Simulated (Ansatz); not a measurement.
# HSi: a ladder of basis sets

With the Ansatz DFT code, driven from Python.

Run as a notebook:

```python
import ansatz as az
from ase import Atoms
```

```python
XC = 'PBE0'
```

```python
atoms = Atoms(['Si', 'H'], positions=[
    (0.0, 0.0, 0.0),
    (0.0, 0.0, 1.435),
])
hsi = az.Crystal.molecule_from_ase(atoms)

model = hsi.calculation().functional(XC).spin('collinear', total=1)
```

```python
energies = {}
for basis in ['STO-3G', '6-31G', '6-31G*', 'def2-SVP', 'def2-SVPD', 'def2-TZVP', 'def2-TZVPP']:
    report = model.basis(gaussian=basis).run(threads=1).report
    size = report['n_frozen'] + report['n_occupied'][0] + report['n_virtual'][0]
    energies[basis] = (report['reference_energy_ev'] / 27.211386246, report['free_energy_ev'] / 27.211386246)
    print(f'{basis:14s} {size:4d} orbitals  reference {energies[basis][0]:14.6f} Ha  total {energies[basis][1]:14.6f} Ha')

last = energies['def2-TZVPP'][1]
for basis, (_, total) in energies.items():
    print(f'{basis:14s} lies {27.211386 * (total - last):9.4f} eV above def2-TZVPP')
```

    STO-3G           10 orbitals  reference    -286.452682 Ha  total    -286.452682 Ha
    6-31G            15 orbitals  reference    -289.822338 Ha  total    -289.822338 Ha
    6-31G*           21 orbitals  reference    -289.837142 Ha  total    -289.837142 Ha
    def2-SVP         23 orbitals  reference    -289.761158 Ha  total    -289.761158 Ha
    def2-SVPD        32 orbitals  reference    -289.762545 Ha  total    -289.762545 Ha
    def2-TZVP        43 orbitals  reference    -289.861182 Ha  total    -289.861182 Ha
    def2-TZVPP       56 orbitals  reference    -289.861423 Ha  total    -289.861423 Ha
    STO-3G         lies   92.7565 eV above def2-TZVPP
    6-31G          lies    1.0635 eV above def2-TZVPP
    6-31G*         lies    0.6607 eV above def2-TZVPP
    def2-SVP       lies    2.7283 eV above def2-TZVPP
    def2-SVPD      lies    2.6906 eV above def2-TZVPP
    def2-TZVP      lies    0.0065 eV above def2-TZVPP
    def2-TZVPP     lies    0.0000 eV above def2-TZVPP

Against STO-3G: 6-31G -3369.7 mHa, 6-31G* -3384.5 mHa, def2-SVP -3308.5 mHa, def2-SVPD -3309.9 mHa, def2-TZVP -3408.5 mHa and def2-TZVPP -3408.7 mHa. The last step alone is -0.24 mHa (these two sets differ little on atoms other than hydrogen).

Caveats:
- The settings weren't tested for convergence.
- The geometry is a force-field or estimated start, not a minimum of this method, and the last set is no limit. Much of the fall in a total is atomic energy, which cancels in bond and reaction energies.
- The species is open-shell (spin multiplicity 2).
- Totals across families of basis sets mostly measure their core functions.
- Run time: 3.6 s on 1 thread of Arm Neoverse V1, with other jobs on the host, peak memory 0.17 GiB.
